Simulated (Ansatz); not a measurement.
Li2O, relaxed as a quintet with UKS r2SCAN-D4/def2-TZVP in Ansatz, starting from the r2SCAN-D4/def2-TZVP geometry of the neutral singlet. Force threshold 0.02 eV/Å.

In the quintet geometry the species has come apart into loosely held pieces. At r2SCAN-D4/def2-TZVP a singlet of charge 0 lies 7.14 eV below the quintet, each at its own geometry. The structure comes from a short search, and lower isomers may exist.

Start:

```xyz
3

Li   -1.516   -0.236    0.509
Li    1.515    0.237   -0.511
O     0.001   -0.001    0.002
```

Task: Estimate the energy that the relaxation releases and the steps that it takes.

Result: 1.93 eV, in 11 steps; 11 s on 4 threads of Arm Neoverse V2 on a shared host. The force fell under the threshold at step 9, but the optimiser went on and released 0.005 eV more. No frequencies were taken in this run, so the end may be a saddle point.

Task: Does the start keep its bonding and symmetry?

Result: Bonds lost: Li1–O3, Li2–O3 (atoms count from 1). The end holds 3 separate pieces. Point group D∞h at the start, D∞h at the end, both within 0.05 Å.

Task: Predict the relaxed structure.

Result: 
```tsv
atom	x (Å)	y (Å)	z (Å)
Li1	-3.187	-0.498	1.073
Li2	3.187	0.497	-1.072
O3	-0.001	0.001	-0.001
```
Bond lengths (bridged metal pairs left out): .
